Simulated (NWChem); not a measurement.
# fluoromethane (CH3F); SMILES CF

```xyz
5

C      0.0000     0.0000    -0.6018
F      0.0000     0.0000     0.7616
H      0.7326     0.7326    -0.9796
H      0.2681    -1.0007    -0.9796
H     -1.0007     0.2681    -0.9796
```
Atoms are numbered in this order, from 1.

All runs: NWChem. STO-3G and 3-21G are far too small for this property and stand as cheap habits. The geometry was optimised at PBE0/def2-SVP. GIAO values for the isolated, static molecule; σ is the absolute isotropic shielding, δ = σ(reference) − σ with the isolated reference molecule computed at the same levels (13C: tetramethylsilane, 19F: trichlorofluoromethane, 1H: tetramethylsilane).

```json
[
 {"level": "Hartree-Fock/STO-3G", "δ C1 (ppm)": "50.5", "δ F2 (ppm)": "-107.4", "δ H3 (ppm)": "2.02"},
 {"level": "PBE/pcSseg-1", "δ C1 (ppm)": "…", "δ F2 (ppm)": "…", "δ H3 (ppm)": "…"},
 {"level": "PBE0/pcSseg-1", "δ C1 (ppm)": "70.9", "δ F2 (ppm)": "-284.7", "δ H3 (ppm)": "4.29"}
]
```

### Question
Fill in the missing entries.

### Answer

- PBE/pcSseg-1, δ C1 (ppm): 73.5
- PBE/pcSseg-1, δ F2 (ppm): -305.1
- PBE/pcSseg-1, δ H3 (ppm): 4.42
